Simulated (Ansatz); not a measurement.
Property card for AlNi$_{3}$

These are results of DFT r2SCAN, scalar-relativistic, plane waves, PAW in Ansatz, not measurements.

Settings: cutoff 500 eV, Γ-centred mesh 12×12×10 on the computed 8-atom cell, Gaussian smearing of 0.10 eV; collinear spin from starting moments 0 0 -0.36 -0.36 -0.36 -0.36 -0.36 -0.36 μB.

The structure is relaxed at this level of theory with its symmetry kept. Whether it is the stable form of this composition wasn't checked.

The structure is hexagonal, space group P6_3/mmc (No. 194). The conventional cell has a = 5.010 Å, b = 5.010 Å, c = 4.041 Å, α = 90.00°, β = 90.00°, γ = 120.00°. Al (site symmetry -6m2) is surrounded by 12 Ni at 2.50 to 2.51 Å. Ni (site symmetry mm2) has 8 Ni at 2.47 to 2.54 Å and 4 Al at 2.50 to 2.51 Å as nearest neighbours.

```json
{
 "Volume per atom": "10.98 Å³",
 "Formation energy from the elements' standard states (uncorrected)": "-0.404 eV/atom",
 "Generalised Kohn–Sham band gap": "none (metal)",
 "Density of states at the Fermi level": "7.40 states/eV per cell",
 "Löwdin character within 0.5 eV of the Fermi level": "Ni 3d 83 %, Al 3p 8 %",
 "Bulk modulus": "201 GPa",
 "Its pressure derivative": "4.6",
 "Bader charges (e)": "Al (2 in the cell) 2.04, Ni (6 in the cell) -0.68",
 "Total moment": "-1.66 μB per cell",
 "Site moments (μB; atoms counted from 1 over the whole cell)": "Ni (atom 3) -0.33, Ni (atom 4) -0.33, Ni (atom 5) -0.33, Ni (atom 6) -0.33, Ni (atom 7) -0.33, Ni (atom 8) -0.33"
}
```

The state reached may not be the lowest one.

Only this magnetic start was tried.